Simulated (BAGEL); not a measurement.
**NEVPT2(10,8)/cc-pVTZ (density fitting with cc-pvqz-jkfit) run of SiS (SMILES [Si-]#[S+])**

Aim: the vertical ionisation energy of SiS at NEVPT2(10,8)/cc-pVTZ (density fitting with cc-pvqz-jkfit), from 2 runs. 

The calculation is run with BAGEL 1.2.2.

2 further runs of the same task are left out: 2 set aside as unsound or not needed.

## 1. The molecule

SiS has 2 atoms, charge 0, and is taken as a singlet. SMILES: `[Si-]#[S+]`. The bond length is the measured one.

Bond lengths: Si1–S2 1.929 Å.

## 2. The energy at NEVPT2(10,8)/cc-pVTZ (density fitting with cc-pvqz-jkfit)

input.json reads:

```json
{ "bagel" : [

{
  "title" : "molecule",
  "basis" : "cc-pvtz.json",
  "df_basis" : "cc-pvqz-jkfit",
  "angstrom" : true,
  "geometry" : [
    { "atom" : "Si", "xyz" : [       0.000000,       0.000000,       0.000000 ] },
    { "atom" : "S", "xyz" : [       0.000000,       0.000000,       1.929321 ] }
  ]
},

{
  "title" : "hf"
},

{
  "title" : "nevpt2",
  "nstate" : 1,
  "nact" : 8,
  "nclosed" : 10,
  "maxiter" : 200,
  "natocc" : true,
  "ncore" : 10
}

]}
```

The basis set cc-pVTZ is read from a file made from the Basis Set Exchange's data (not shown).

Command:

```console
$ BAGEL_NUM_THREADS=1 BAGEL input.json > input.out
```

Standard output:

```text
* using 1 threads per process

  ===============================================================
  ===============================================================

  *** Geometry ***

  { "atom" : "Si", "xyz" : [      0.000000,      0.000000,      0.000000 ] },
  { "atom" : "S", "xyz" : [      0.000000,      0.000000,      3.645888 ] },

  Number of auxiliary basis functions:      296

  Since a DF basis is specified, we compute 2- and 3-index integrals:
    o Being stored without compression. Storage requirement is 0.011 GB

  Number of basis functions:       68
  Number of electrons      :       30

    * METHOD: MOLECULE                             0.07

  *** RHF ***

  === Nuclear Repulsion ===
    61.4390737415

      * DIIS with orbital gradients will be used.

[... 6 lines left out ...]
    * SCF iteration converged.
[... 1 line left out ...]
    * Permanent dipole moment:
[... 23 lines left out ...]
    * Second-order optimization converged. *

     guess   0:   closed 11111...             open ........

  === FCI iteration ===

      0  0      -686.50419762     5.43e-03      0.00
      1  0      -686.56973658     2.13e-03      0.00
      2  0      -686.57700706     7.39e-04      0.00
[... 11 lines of this table left out ...]
     14  0 *    -686.57805766     9.81e-11      0.00

     * ci vector, state   0, <S^2> = 0.0000
       22222...     0.9677454164
       2222.2..    -0.1004544378
       222.2.2.    -0.1004544378
       222baba.    -0.0671653516
       222abab.    -0.0671653516
       22.22..2    -0.0560346369

  === DF-NEVPT2 calculation ===

    * 3-index integral transformation done
    * assembly done

      NEVPT2 correlation energy:   -0.1749966426      0.03

          (+0)      0.0000000000
          (+0)'     0.0000000000
          (+1)      0.0000000000
          (+1)'     0.0000000000
          (+2)      0.0000000000
          (-1)      0.0000000000
          (-1)'    -0.0687383646
          (-2)     -0.1062582780

      NEVPT2 total energy:       -686.7530543068

    * METHOD: NEVPT2                              10.86

  ===============================================================
```

It took 11 s on 1 thread of Intel Xeon Platinum 8488C (Sapphire Rapids), shared host; peak memory 0.52 GiB.

## 3. The doublet cation at the same level

input.json, as its differences from that of step 2:

```diff
@@ -14,3 +14,15 @@
 {
-  "title" : "hf"
+  "title" : "hf",
+  "charge" : 2
+},
+
+{
+  "title" : "casscf",
+  "nstate" : 1,
+  "nact" : 8,
+  "nclosed" : 10,
+  "charge" : 1,
+  "nspin" : 1,
+  "maxiter" : 200,
+  "natocc" : true
 },
@@ -22,2 +34,4 @@
   "nclosed" : 10,
+  "charge" : 1,
+  "nspin" : 1,
   "maxiter" : 200,
```

The basis set cc-pVTZ is read from a file made from the Basis Set Exchange's data (not shown).

Command:

```console
$ BAGEL_NUM_THREADS=1 BAGEL input.json > input.out
```

Standard output:

```text
* using 1 threads per process

  ===============================================================
  ===============================================================

  *** Geometry ***

  { "atom" : "Si", "xyz" : [      0.000000,      0.000000,      0.000000 ] },
  { "atom" : "S", "xyz" : [      0.000000,      0.000000,      3.645888 ] },

  Number of auxiliary basis functions:      296

  Since a DF basis is specified, we compute 2- and 3-index integrals:
    o Being stored without compression. Storage requirement is 0.011 GB

  Number of basis functions:       68
  Number of electrons      :       30

    * METHOD: MOLECULE                             0.07

  *** RHF ***

  === Nuclear Repulsion ===
    61.4390737415

      * DIIS with orbital gradients will be used.

[... 6 lines left out ...]
    * SCF iteration converged.
[... 1 line left out ...]
    * Permanent dipole moment:
[... 22 lines left out ...]
    * Second-order optimization converged. *
[... 8 lines left out ...]
[... 16 lines of this table left out ...]
     19  0 *    -686.23380113     6.35e-11      0.00

     * ci vector, state   0, <S^2> = 0.7500
       2222a...    -0.9515637025
       222.a2..    -0.1085614057
       22.2a.2.    -0.1085614057
       2a2b2a..     0.0771085855
       2ab22.a.     0.0771085855
       2a22b..a    -0.0707631744
       22abaab.    -0.0698035056
       22baaba.    -0.0698035056
       2.22a2..    -0.0560507672
       2.22a.2.    -0.0560507672

    * METHOD: CASSCF                               2.80

    * freezing 10 orbitals

  === DF-NEVPT2 calculation ===

    * 3-index integral transformation done
    * assembly done

      NEVPT2 correlation energy:   -0.1503371475      0.03

          (+0)      0.0000000000
          (+0)'     0.0000000000
          (+1)      0.0000000000
          (+1)'     0.0000000000
          (+2)      0.0000000000
          (-1)      0.0000000000
          (-1)'    -0.0679807091
          (-2)     -0.0823564384

      NEVPT2 total energy:       -686.3841382726

    * METHOD: NEVPT2                               7.10

  ===============================================================
```

It took 11 s on 1 thread of Intel Xeon Platinum 8488C (Sapphire Rapids), shared host; peak memory 0.54 GiB.

## 4. Outcome

At NEVPT2(10,8)/cc-pVTZ (density fitting with cc-pvqz-jkfit), 10 core orbitals frozen:

| quantity | value |
| --- | --- |
| singlet SiS: total energy | -686.75305 Eh |
| doublet cation: total energy | -686.38414 Eh |
| vertical ionisation energy (to the doublet cation) | 10.039 eV |

What this shows: Removing an electron at fixed nuclei costs 10.04 eV (231 kcal/mol).
